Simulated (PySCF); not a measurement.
One molecule, many functionals

Species: C6H8.
SMILES: `C1=C[C@@H]2C[C@@H]2C1`

Linear-response calculations in the def2-SVPD basis (PySCF; singlets by full response, triplets Tamm–Dancoff, core orbitals frozen in the response; HF means time-dependent Hartree–Fock). 'Strongest' is the level of largest summed f among the singlets computed (10 roots, of which the last may lack a degenerate partner); it can jump between rows when another state enters that window. S1 is the lowest singlet of each run and needn't be the same state throughout; f(S1) is that of one state. Isolated species at its PBE0-D3(BJ)/def2-SVP geometry, gas phase.

| functional | kind | S1 (eV) | f(S1) | strongest (eV) | T1 (eV) | HOMO (eV) | gap (eV) | ionisation energy, ΔSCF (eV) |
| --- | --- | --- | --- | --- | --- | --- | --- | --- |
| LDA | LDA | 5.77 | 0.099 | 5.77 | 4.26 | -5.68 | 4.82 | 8.72 |
| PBE | GGA | 5.79 | 0.080 | 5.79 | 4.06 | -5.53 | 4.87 | 8.53 |
| B3LYP | global hybrid, 20% exact exchange | 6.10 | 0.118 | 6.10 | 4.07 | -6.42 | 6.52 | 8.65 |
| PBE0 | global hybrid, 25% exact exchange | 6.23 | 0.129 | 6.23 | 4.00 | -6.62 | 6.97 | 8.64 |
| BHandHLYP | global hybrid, 50% exact exchange | 6.46 | 0.159 | 6.46 | 3.95 | -7.58 | 8.94 | 8.59 |
| wB97X-D | range-separated hybrid | 6.39 | 0.145 | 6.39 | 4.16 | -8.45 | 10.60 | 8.69 |
| LC-wPBE | range-separated hybrid | 6.62 | 0.163 | 6.62 | 3.95 | -9.28 | 11.86 | 8.88 |
| HF | Hartree–Fock | 6.74 | 0.213 | 6.74 | 3.49 | -8.98 | 11.92 | not settled |

What does CAM-B3LYP (range-separated hybrid) give?

S1 (eV) 6.36, f(S1) 0.144, strongest (eV) 6.36, T1 (eV) 4.05, HOMO (eV) -7.93, gap (eV) 9.36, ionisation energy, ΔSCF (eV) 8.75. S1 runs from 5.77 eV (LDA) to 6.74 eV (HF), a spread of 0.96 eV, while the orbital gap spreads over 7.1 eV. Along PBE (0%), B3LYP (20%), PBE0 (25%), BHandHLYP (50%), HF (100%) S1 rises with the share of exact exchange. −ε(HOMO) comes closest to its own ΔSCF ionisation energy with wB97X-D (-0.25 eV) and misses most with LDA (-3.04 eV). 'Not settled' means that the ion's SCF failed to converge or may have ended in another state than the lowest.
